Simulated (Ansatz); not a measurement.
The input, for Ansatz 0.2.0:

```yaml
crystal:
  periodic: [false, false, false]
  atoms:
    - {symbol: N, position_ang: [0.000616, -0.000126, -0.118555]}
    - {symbol: H, position_ang: [1.668712, 0.023030, 0.557818]}
    - {symbol: H, position_ang: [-0.858064, 1.436998, 0.543188]}
    - {symbol: H, position_ang: [-0.819204, -1.458272, 0.546476]}
basis:
  gaussian: {orbitals: 6-31G}
correlation: {method: fci, electrons: outside_noble_gas}
```

```sh
$ ansatz run in.yaml --threads 1 --pin off --events-out ev --progress --plain --max-ram 2393MiB
```

Log:

```
342 factors; integrals over basis functions are off by at most 6.5e-8 eV
mean field evaluation 1: about -1515.0884 eV, gradient 1.8e1 eV
mean field evaluation 2: about -1515.0876 eV, gradient 1.8e1 eV
mean field evaluation 4: about -1516.0654 eV, gradient 1.1e0 eV
mean field evaluation 8: about -1516.0797 eV, gradient 1.2e-2 eV
mean field evaluation 16: about -1510.7215 eV, gradient 2.6e1 eV
mean field evaluation 32: about -1511.9152 eV, gradient 3.4e1 eV
mean field -1516.07966907 eV, -55.7149002026 hartree, gradient 1.7e-6 eV, S^2 0.000000; 3 other end points of the search recorded, 0 dependent functions left out; unrestricted orbitals would lower it
mean field evaluation 64: about -1519.2790 eV, gradient 1.3e-3 eV
unrestricted determinant -1519.27898829 eV, -55.8324730152 hartree, S^2 2.1493
1 core orbitals not correlated: weight in the atoms' cores, before any rotation towards them, 1.000 or more for the frozen orbitals, at most 0.000 for the correlated occupied ones
reference -1516.07966907 eV, -55.7149002026 hartree; 4, 4 occupied and 10, 10 virtual orbitals, 342 factors
state -1523.85210709 eV, -56.0005320314 hartree
Total energy: -1523.85210709 eV, -56.0005320314 hartree
```

Natural occupations: 1.9824 1.7544 1.7544 1.6864 0.3163 0.2392 0.2392 0.0106 0.0053 0.0049 0.0049 0.0008 0.0005 0.0005.

Ran on 1 thread of Arm Neoverse V1, shared host: 1.8 s wall, 0.14 GiB peak host memory.
